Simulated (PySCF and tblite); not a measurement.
C₅H₁₀O, numbered as in [CH3:1][CH2:2][CH2:3][CH2:4][CH:5]=[O:6].

The ensemble was built from 150 distance-geometry starts (ETKDG and KDG, MMFF94s, GFN2-xTB) and rests on PBE0-D3(BJ)/def2-SVP geometries. Weights use PBE0-D3(BJ)/def2-TZVP (IEF-PCM, chloroform) energies plus GFN2-xTB zero-point and thermal terms (modes under about 100 cm⁻¹ blended into free rotors). Symmetry numbers and mirror images are counted. Conformers within 3 kcal/mol (GFN2-xTB free energy) were kept, 8 at most. GIAO shieldings: WP04/pcSseg-1 (IEF-PCM, chloroform). Shifts are against TMS (¹H), TMS (¹³C) at the same level. Programs: PySCF with density fitting and tblite.

Torsions listed: C1–C2–C3–C4, C2–C3–C4–C5, C3–C4–C5–O6. Of a mirror pair one member is shown.

```json
{"conformer": "1", "shape": "180°, -179°, 1°", "weight %": "26.6", "dipole D": "3.33"}
{"conformer": "2", "shape": "180°, 72°, 4°", "weight %": "21.9", "dipole D": "3.23"}
{"conformer": "3", "shape": "-64°, -175°, 2°", "weight %": "15.9", "dipole D": "3.29"}
{"conformer": "4", "shape": "180°, 176°, 130°", "weight %": "13.0", "dipole D": "3.60"}
{"conformer": "5", "shape": "180°, -66°, 135°", "weight %": "11.2", "dipole D": "3.50"}
```

Not shown: 5 more, 11.5 % in all.

(1) How do the computed shifts compare with measured ones?

## Answers

(1) 
| nucleus | signal | leading conformer | average | measured | medium |
| --- | --- | --- | --- | --- | --- |
| ¹H | H1 | 1.00 | 0.97 | 0.93 | not stated per compound (mostly CDCl3 or CCl4) |
| ¹H | H2 | 1.09 | 1.18 | 1.35 | not stated per compound (mostly CDCl3 or CCl4) |
| ¹H | H3 | 1.30 | 1.40 | 1.59 | not stated per compound (mostly CDCl3 or CCl4) |
| ¹H | H4 | 2.42 | 2.35 | 2.42 | not stated per compound (mostly CDCl3 or CCl4) |

Measured values: Pretsch, Buehlmann, Badertscher, Structure Determination of Organic Compounds, 4th ed. (2009). Mean difference for ¹H: -0.10 ppm, scatter 0.09 ppm. The computed shifts are unscaled and lack vibrational corrections.
